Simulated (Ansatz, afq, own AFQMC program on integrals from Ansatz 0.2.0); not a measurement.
**Where AFQMC and coupled cluster stand for Se, triplet**

A free Se atom.

Basis cc-pVDZ. Noble-gas cores (and the filled d shells of Ga–Kr and In–Xe) are frozen. AFQMC by an in-house program on the Cholesky factors that Ansatz 0.2.0 writes for its CCSD(T) run. ph-AFQMC/CISD is guided by a CISD state made of CCSD amplitudes; releasing the constraint for a short imaginary time cuts its bias at the price of noise, slowly where states lie close. ± is one standard error of the sampling. No spin–orbit coupling.

Determinant: UHF, the one that the program's search chose, which needn't be the lowest solution.

Full CI on the same integrals is exact in this basis and with this determinant's frozen core.

Cautions: no relativity below Rb; no spin-orbit coupling; inner d shell frozen.

```
T1 diagnostic                               : 0.0064
weight of the determinant in the CISD state : 0.952
⟨S²⟩ of the determinant                     : 2.006
size of the correlated space                : 6 electrons in 13 orbitals
```

Reference: full CI, correlation energy -2.402 eV. The released energy is read at 1.50 1/Eh (meV from the phaseless value at times in 1/Eh: -0.4 ± 0.8 at 0.24, -1.2 ± 0.6 at 0.50, -1.3 ± 0.5 at 1.00, -2.5 ± 0.4 at 1.50).

```tsv
level	E − E(reference) (kJ/mol)	share of correlation (%)
HF	231.8	0.00
MP2	44.3	80.88
CCSD	3.0	98.68
CCSD(T)	0.8	99.66
CCSDT	0.3	99.88
CCSDT(Q)	0.1	99.98
CCSDTQ	0.0	100.00
ph-AFQMC/HF	4.6 ± 1.1	98.02
ph-AFQMC/CISD	0.2 ± 0.07	99.92
released AFQMC	-0.1 ± 0.04	100.02
```

CCSDT and higher add their correlation energy to the determinant of the CCSD(T) run, since their own runs factorise the integrals more tightly (a shift of under 2 meV). A walk keeps the symmetry of its determinant, which the program's search chose and which needn't be the lowest solution, so a lower state of the same spin and another symmetry isn't excluded. Released energies are given only where the last usable release times agree within the noise; a slower fall can still hide under it.
